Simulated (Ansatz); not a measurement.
# SiNH (singlet): from Hartree-Fock to the top rungs at distance Si1–N2 = 1.666 Å, 6-31G

How much of the correlation energy of SiNH (singlet) does each wave-function method recover here?

Program: Ansatz 0.2.0, Gaussian basis. Level of theory: 6-31G, core rule «outside noble gas», up to 6 orbitals frozen. These are calculated values, not measurements.

The runs, in order: UHF; CCSD(T) on RHF; CCSD(T) on UHF; BCCD(T) on RHF; CISD; CCSDT(Q) on RHF; CCSDT(Q) on UHF; CISDTQ; CCSDTQ on RHF; CASSCF and MRCISD+Q, 2 electrons in 2 orbitals; CASSCF and NEVPT2, 2 electrons in 2 orbitals; CASSCF and MRCISD+Q, 10 electrons in 9 orbitals; CASSCF and NEVPT2, 10 electrons in 9 orbitals; Full CI.

19 further runs of the same task are left out: 18 that didn't finish, 1 set aside as unsound or not needed.

### 1 The geometry

The geometry derives from a PBE0/def2-TZVP stationary point (not a proven minimum). One bond is set to the value named and the two fragments are kept rigid.

3 atoms, charge 0, spin multiplicity 1.

Atoms are counted from 1 here; the program's logs count them from 0.

Bond lengths: Si1–N2 1.666 Å, N2–H3 1.000 Å. Angles: Si1–N2–H3 180.0°.

As a file:

```xyz
3

Si    0.0000    0.0000   -1.4439
N     0.0000    0.0000    0.2221
H     0.0000    0.0000    1.2217
```

### 2 UHF

The input, in.yaml:

```yaml
crystal:
  periodic: [false, false, false]
  atoms:
    - {symbol: Si, position_ang: [0.000000, 0.000000, -1.443872]}
    - {symbol: N, position_ang: [0.000000, 0.000000, 0.222128]}
    - {symbol: H, position_ang: [0.000000, 0.000000, 1.221744]}
basis:
  gaussian: {orbitals: 6-31G}
magnetization: {spin_polarized: true, initial_magnetization: 0}
hamiltonian: {xc: hf}
output: {orbitals: {seedname: orbitals}}
```

On the command line:

```sh
$ ansatz run in.yaml --threads 1 --pin off --events-out ev --progress --plain --max-ram 2393MiB
```

After this run come: CCSD(T) on RHF; CCSD(T) on UHF; BCCD(T) on RHF; CISD; CCSDT(Q) on RHF; CCSDT(Q) on UHF; CISDTQ; CCSDTQ on RHF; CASSCF and MRCISD+Q, 2 electrons in 2 orbitals; CASSCF and NEVPT2, 2 electrons in 2 orbitals; CASSCF and MRCISD+Q, 10 electrons in 9 orbitals; CASSCF and NEVPT2, 10 electrons in 9 orbitals; Full CI.

**Question.** What will the summary of the whole plan be? Wanted: FCI below the RHF energy; RMP2 from FCI; RCCSD from FCI; RCCSD(T) from FCI; RCCSDT(Q) from FCI; NEVPT2 pair from FCI; MRCISD+Q pair from FCI; NEVPT2 valence from FCI; T1 diagnostic.

The runs gave:

| quantity | value |
| --- | --- |
| FCI below the RHF energy | -5.4539 eV |
| RMP2 from FCI | +7.90 kcal/mol |
| RCCSD from FCI | +7.48 kcal/mol |
| RCCSD(T) from FCI | +0.96 kcal/mol |
| RCCSDT(Q) from FCI | -0.14 kcal/mol |
| NEVPT2 pair from FCI | +13.44 kcal/mol |
| MRCISD+Q pair from FCI | +4.90 kcal/mol |
| NEVPT2 valence from FCI | +10.48 kcal/mol |
| levels within 1 kcal/mol (43 meV) | RCCSD(T), BCCD(T), RCCSDT, RCCSDT(Q), RCCSDTQ |
| T1 diagnostic | 0.034 |
| effectively unpaired electrons | 0.17 |

**Reading.** RCCSD(T) lands +0.96 kcal/mol from the yardstick (0.8 % of the correlation energy). RCCSDT(Q) falls below full CI, which methods that aren't variational can do. One determinant dominates. Of the multireference levels listed MRCISD+Q valence comes nearest in total energy (+2.02 kcal/mol), which doesn't show that its space is the better one. These misses are within one basis, not against nature.
